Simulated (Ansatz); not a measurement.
Start from `CC(N)(F)S` and change one atom or group to get `C#CC(C)(N)S`.

Ansatz, PBE0-D4/def2-TZVP geometries, multiplicity 1. Each molecule was computed in one conformer, which needn't be the lowest.

```csv
property,`CC(N)(F)S`
size of the dipole moment (PBE/def2-TZVPP) / D,1.46
LUMO energy (PBE0/def2-TZVPP) / eV,0.34
size of the dipole moment (B3LYP/def2-TZVPP) / D,1.43
size of the dipole moment (ωB97M-V/def2-TZVPP) / D,1.41
HOMO energy (PBE0/def2-TZVPP) / eV,-7.17
LUMO energy (B3LYP/def2-TZVPP) / eV,0.04
```

(1) Give the same properties after the change, and the shifts. (Best estimate.)

Answers

(1) Computed: 
```csv
property,`C#CC(C)(N)S`,shift
size of the dipole moment (PBE/def2-TZVPP) / D,1.65,0.19
LUMO energy (PBE0/def2-TZVPP) / eV,0.28,-0.06
size of the dipole moment (B3LYP/def2-TZVPP) / D,1.64,0.21
size of the dipole moment (ωB97M-V/def2-TZVPP) / D,1.63,0.22
HOMO energy (PBE0/def2-TZVPP) / eV,-7.00,0.17
LUMO energy (B3LYP/def2-TZVPP) / eV,0.03,-0.01
```

With PBE0 the HOMO rises by 0.17 eV and the LUMO falls by 0.06 eV, so the gap narrows by about 0.23 eV. PBE moves the HOMO by 0.15 eV and ωB97M-V by 0.17 eV. Dipoles are sizes alone; their direction can turn.

Positive LUMOs are unbound, so they and the gaps depend on the basis.

B3LYP here is the variant with VWN-RPA as its local correlation; programs differ in this.
